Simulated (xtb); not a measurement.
xtb job for trifluoromethane (CHF3), SMILES FC(F)F, GFN2-xTB. 

```
$ xtb mol.xyz --gfn 2 --ohess tight --chrg 0 --uhf 0 --json
$ cat mol.xyz
5

F      1.11520000    -0.61340000    -0.37580000
C      0.01960000    -0.01640000     0.07900000
F     -1.05940000    -0.69500000    -0.31270000
F     -0.03570000     1.18680000    -0.47250000
H     -0.02010000     0.08250000     1.15510000
```

Log of the run:

```
[banner left out]
          |                Calculation Setup                |
           -------------------------------------------------



           -------------------------------------------------
          |                 G F N 2 - x T B                 |
           -------------------------------------------------

        Reference                      10.1021/acs.jctc.8b01176
      * Hamiltonian:
        H0-scaling (s, p, d)           1.850000    2.230000    2.230000
        zeta-weighting                 0.500000
      * Dispersion:
        s8                             2.700000
        a1                             0.520000
        a2                             5.000000
        s9                             5.000000
      * Repulsion:
        kExp                           1.500000    1.000000
        rExp                           1.000000
      * Coulomb:
        alpha                          2.000000
        third order                    shell-resolved
        anisotropic                    true
        a3                             3.000000
        a5                             4.000000
        cn-shift                       1.200000
        cn-exp                         4.000000
        max-rad                        5.000000


          ...................................................
          :                      SETUP                      :
          :.................................................:
          :  # basis functions                  17          :
          :  # atomic orbitals                  17          :
          :  # shells                            9          :
          :  # electrons                        26          :
          :  max. iterations                   250          :
          :  Hamiltonian                  GFN2-xTB          :
          :  restarted?                      false          :
          :  GBSA solvation                  false          :
[...]

         :::::::::::::::::::::::::::::::::::::::::::::::::::::
         ::                     SUMMARY                     ::
         :::::::::::::::::::::::::::::::::::::::::::::::::::::
         :: total energy             -16.846246498878 Eh    ::
         :: gradient norm              0.000104339886 Eh/a0 ::
         :: HOMO-LUMO gap             16.043054643469 eV    ::
         ::.................................................::
         :: SCC energy               -16.896770861071 Eh    ::
         :: -> isotropic ES            0.040243488736 Eh    ::
         :: -> anisotropic ES          0.003351234361 Eh    ::
         :: -> anisotropic XC         -0.020002726009 Eh    ::
         :: -> dispersion             -0.001246889781 Eh    ::
         :: repulsion energy           0.050524362193 Eh    ::
         :: add. restraining           0.000000000000 Eh    ::
         :: total charge              -0.000000000000 e     ::
         :::::::::::::::::::::::::::::::::::::::::::::::::::::

           -------------------------------------------------
          |                Numerical Hessian                |
           -------------------------------------------------
step length          :   0.00500
SCC accuracy         :   0.30000
Hessian scale factor :   1.00000
frozen atoms in %    :   0.00000    0
RMS gradient         :   0.00010
estimated CPU  time      0.00 min

writing file <hessian>.

 projected vibrational frequencies (cm⁻¹)
eigval :       -0.00    -0.00    -0.00     0.00     0.00     0.00
eigval :      449.82   449.99   617.52  1054.85  1088.86  1089.09
eigval :     1244.10  1244.32  2896.14
           -------------------------------------------------
          |                Property Printout                |
           -------------------------------------------------

    * Orbital Energies and Occupations

         #    Occupation            Energy/Eh            Energy/eV
      -------------------------------------------------------------
         1        2.0000           -0.9025797             -24.5604
         2        2.0000           -0.8905564             -24.2333
         3        2.0000           -0.8905301             -24.2326
         4        2.0000           -0.6958627             -18.9354
         5        2.0000           -0.6577385             -17.8980
         6        2.0000           -0.6431435             -17.5008
         7        2.0000           -0.6431387             -17.5007
         8        2.0000           -0.5679164             -15.4538
         9        2.0000           -0.5679063             -15.4535
        10        2.0000           -0.5553175             -15.1110
        11        2.0000           -0.5549988             -15.1023
        12        2.0000           -0.5549831             -15.1019
        13        2.0000           -0.5247322             -14.2787 (HOMO)
        14                          0.0648392               1.7644 (LUMO)
        15                          0.0710650               1.9338
        16                          0.0713032               1.9403
        17                          0.1196950               3.2571
      -------------------------------------------------------------
                  HL-Gap            0.5895714 Eh           16.0431 eV
             Fermi-level           -0.2299465 Eh           -6.2572 eV

     #   Z          covCN         q      C6AA      α(0)
     1   9 F        0.789    -0.184    11.074     3.931
     2   6 C        3.275     0.468    18.276     6.886
     3   9 F        0.790    -0.184    11.074     3.931
     4   9 F        0.790    -0.184    11.074     3.931
     5   1 H        0.923     0.085     1.929     2.172

 Mol. C6AA /au·bohr⁶  :        240.697529
 Mol. C8AA /au·bohr⁸  :       4694.550209
 Mol. α(0) /au        :         20.851250


Wiberg/Mayer (AO) data.
Molecule has the following symmetry elements: (C3) 3*(sigma)
It seems to be the C3v point group
largest (>0.10) Wiberg bond orders for each atom

 ---------------------------------------------------------------------------
     #   Z sym  total        # sym  WBO       # sym  WBO       # sym  WBO
 ---------------------------------------------------------------------------
     1   9 F    1.090 --     2 C    0.972
     2   6 C    3.846 --     1 F    0.972     4 F    0.972     3 F    0.972
                             5 H    0.928
     3   9 F    1.090 --     2 C    0.972
     4   9 F    1.090 --     2 C    0.972
     5   1 H    0.993 --     2 C    0.928
 ---------------------------------------------------------------------------

Topologies differ in total number of bonds
Writing topology from bond orders to xtbtopo.mol

molecular dipole:
                 x           y           z       tot (Debye)
 q only:        0.005       0.049       0.661
   full:        0.007       0.062       0.834       2.126
molecular quadrupole (traceless):
                xx          xy          yy          xz          yz          zz
 q only:       -0.825       0.002      -0.815       0.025       0.161       1.639
  q+dip:       -1.807       0.004      -1.782       0.049       0.373       3.588
   full:       -1.508       0.004      -1.488       0.042       0.307       2.997

           -------------------------------------------------
          |                Geometry Summary                 |
           -------------------------------------------------

      molecular mass/u    :       70.0138861
   center of mass at/Å    :        0.0016174      -0.0337441      -0.2889852
  moments of inertia/u·Å² :        0.4840765E+02   0.4842602E+02   0.8813970E+02
rotational constants/cm⁻¹ :        0.3482431E+00   0.3481110E+00   0.1912604E+00

 * 4 selected distances

     #   Z          #   Z                                           value/Å
     1   9 F        2   6 C                                       1.3277300
     2   6 C        3   9 F                                       1.3277582 (max)
     2   6 C        4   9 F                                       1.3277236
     2   6 C        5   1 H                                       1.1038058 (min)

 * 2 distinct bonds (by element types)

   Z      Z             #   av. dist./Å        max./Å        min./Å
   1 H    6 C           1     1.1038058     1.1038058     1.1038058
   6 C    9 F           3     1.3277373     1.3277582     1.3277236

           -------------------------------------------------
          |               Frequency Printout                |
           -------------------------------------------------
 projected vibrational frequencies (cm⁻¹)
eigval :       -0.00    -0.00    -0.00     0.00     0.00     0.00
eigval :      449.82   449.99   617.52  1054.85  1088.86  1089.09
eigval :     1244.10  1244.32  2896.14
 reduced masses (amu)
   1: 17.55   2: 18.74   3: 17.80   4: 17.98   5: 17.58   6: 17.90   7: 18.21   8: 18.21
   9: 16.97  10: 14.78  11: 13.38  12: 13.38  13:  2.93  14:  2.92  15:  1.72
 IR intensities (km·mol⁻¹)
   1:  0.06   2:  1.04   3:  3.82   4:  2.34   5:  0.35   6:  0.28   7: 13.45   8: 13.46
   9: 42.90  10:124.53  11:294.07  12:294.30  13: 44.48  14: 44.35  15: 25.62
 Raman intensities (Ä⁴*amu⁻¹)
   1:  0.00   2:  0.00   3:  0.00   4:  0.00   5:  0.00   6:  0.00   7:  0.00   8:  0.00
   9:  0.00  10:  0.00  11:  0.00  12:  0.00  13:  0.00  14:  0.00  15:  0.00
 output can be read by thermo (or use thermo option).
 writing <g98.out> molden fake output.
 recommended (thermochemical) frequency scaling factor: 1.0
           -------------------------------------------------
          |             Thermodynamic Functions             |
           -------------------------------------------------

c3v symmetry found (for desy threshold:  0.10E+00) used in thermo

          ...................................................
          :                      SETUP                      :
          :.................................................:
          :  # frequencies                           9      :
          :  # imaginary freq.                       0      :
Note: The following floating-point exceptions are signalling: IEEE_UNDERFLOW_FLAG IEEE_DENORMAL
normal termination of xtb
          :  linear?                             false      :
          :  only rotor calc.                    false      :
          :  symmetry                              c3v      :
          :  rotational number                       3      :
          :  scaling factor                  1.0000000      :
          :  rotor cutoff                   50.0000000 cm⁻¹ :
          :  imag. cutoff                  -20.0000000 cm⁻¹ :
          :.................................................:

    mode    ω/cm⁻¹     T·S(HO)/kcal·mol⁻¹    T·S(FR)/kcal·mol⁻¹   T·S(vib)
   ------------------------------------------------------------------------
   ------------------------------------------------------------------------

   temp. (K)  partition function   enthalpy   heat capacity  entropy
                                   cal/mol     cal/K/mol   cal/K/mol   J/K/mol
 298.15  VIB   1.37                  494.666      4.973      2.287
         ROT  0.116E+05              888.752      2.981     21.575
         INT  0.159E+05             1383.418      7.954     23.862
         TR   0.567E+27             1481.254      4.968     38.638
         TOT                        2864.6718    12.9219    62.4998   261.4992

       T/K    H(0)-H(T)+PV         H(T)/Eh          T*S/Eh         G(T)/Eh
   ------------------------------------------------------------------------
    298.15    0.456515E-02    0.276537E-01    0.296957E-01   -0.204201E-02
   ------------------------------------------------------------------------

         :::::::::::::::::::::::::::::::::::::::::::::::::::::
         ::                  THERMODYNAMIC                  ::
         :::::::::::::::::::::::::::::::::::::::::::::::::::::
         :: total free energy         -16.848288507988 Eh   ::
         ::.................................................::
         :: total energy              -16.846246498878 Eh   ::
         :: zero point energy           0.023088525566 Eh   ::
         :: G(RRHO) w/o ZPVE           -0.025130534675 Eh   ::
         :: G(RRHO) contrib.           -0.002042009110 Eh   ::
         :::::::::::::::::::::::::::::::::::::::::::::::::::::

optimized geometry written to: xtbopt.xyz


           -------------------------------------------------
          | TOTAL ENERGY              -16.846246498878 Eh   |
          | TOTAL ENTHALPY            -16.818592828250 Eh   |
          | TOTAL FREE ENERGY         -16.848288507988 Eh   |
          | GRADIENT NORM               0.000104340085 Eh/α |
          | HOMO-LUMO GAP              16.043054535074 eV   |
           -------------------------------------------------

------------------------------------------------------------------------
------------------------------------------------------------------------
 total:
 SCF:
 ANC optimizer:
 analytical hessian:
```

The calculation finished and met its thresholds.
